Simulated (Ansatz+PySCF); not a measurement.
The numbers below are computed, except where a source is named.
Several solutions for singlet LiF in separate pieces

```yaml
atoms:
  - { symbol: Li, position_ang: [0.0000, 0.0000, 0.0000] }
  - { symbol: F, position_ang: [10.0000, 0.0000, 0.0000] }
```

Basis set: STO-3G (spherical functions). Charge 0, multiplicity 1.

UHF was run from several starts with Ansatz (development build ahead of 0.2.0) and PySCF 2.14.0.

```tsv
run	program	start	converged	energy (hartree)	<S²>
A	PySCF	guess huckel, instabilities followed	yes	-105.30203	1.00
B	PySCF	program defaults	no	–	–
C	PySCF	guess atom, instabilities followed	yes	-105.30203	1.00
D	PySCF	guess minao, instabilities followed	yes	-105.30203	1.00
E	Ansatz	atomic start, no search	yes	-105.30203	1.00
F	Ansatz	search for the lowest state	yes	-105.30203	1.00
G	PySCF	guess 1e, instabilities followed	yes	-105.30203	1.00
H	Ansatz	stability test followed	yes	-105.30203	1.00
```

(1) Which runs reached the lowest solution of this kind, and what is wrong with the others?

Results:

(1) A, C, D, E, F, G, H reached the lowest solution found. Not converged: B. Caution: the unrestricted determinant is a mixture of spin states.
